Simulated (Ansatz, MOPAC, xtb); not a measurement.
Barrier height from H + H2O (SMILES O) to the transition structure H3O, without zero-point energy, on the benchmark's geometries as Psi4's copy of the set gives them.
Transition structure (charge 0, multiplicity 2):
```xyz
4

O     -0.301    -0.108     0.000
H     -0.428     0.852     0.000
H      1.015    -0.100     0.000
H      1.821     0.113     0.000
```

```tsv
level	barrier height (kJ/mol)	minus MP2/CBS(aug-cc-pVTZ, aug-cc-pVQZ) + ΔCCSD(T)/aug-cc-pVTZ	cost
PM6	-51.5	-140.8	-
GFN1-xTB	45.8	-43.4	-
HF/aug-cc-pVDZ	106.9	17.6	-
HF/aug-cc-pVTZ	103.4	14.1	-
PBE/def2-TZVPPD	56.8	-32.5	×1
B3LYP/def2-TZVPPD	55.6	-33.7	×1
PBE0/def2-TZVPPD	72.1	-17.2	×0.9
B2PLYP/def2-TZVPPD	76.5	-12.8	×1
MP2/aug-cc-pVQZ	131.4	42.1	×8
SCS-MP2/cc-pVDZ	106.4	17.2	-
CCSD/cc-pVDZ	81.4	-7.9	-
CCSD/aug-cc-pVTZ	86.3	-3.0	-
CCSD(T)/aug-cc-pVDZ	87.3	-2.0	×1
MP2/CBS(aug-cc-pVTZ, aug-cc-pVQZ) + ΔCCSD(T)/aug-cc-pVTZ	89.3	0.0	×20
```

 The comparison column counts from a level with limits of its own.

The rows run from -51.5 (PM6) to 131.4 kJ/mol (MP2/aug-cc-pVQZ). The 4 functionals in def2-TZVPPD without D3 or D4 span 20.9, from B3LYP to B2PLYP.

Open shells are unrestricted; no spin–orbit coupling.

Cores are frozen in the correlated methods. CBS: X⁻³ extrapolation of the correlation energy, Hartree–Fock from the larger set. The state that PM6 reach isn't checked.

Run with Ansatz (a first-principles code) with Gaussian orbitals; MOPAC for PM6 (differences of heats of formation); xtb for the GFN methods. Values without a source in brackets are computed. The GFN methods have no spin term and hold the electronic entropy of 300 K.

Costs are rough ratios of core time to PBE/def2-TZVPPD (about 2.0 s over the structures, on one shared machine); a dash marks a level with no comparable run of its own. 

The set's own value is 21.2 kcal/mol (Zhao et al., J. Phys. Chem. A 109, 2012 (2005), HTBH38), an estimate for the real system.
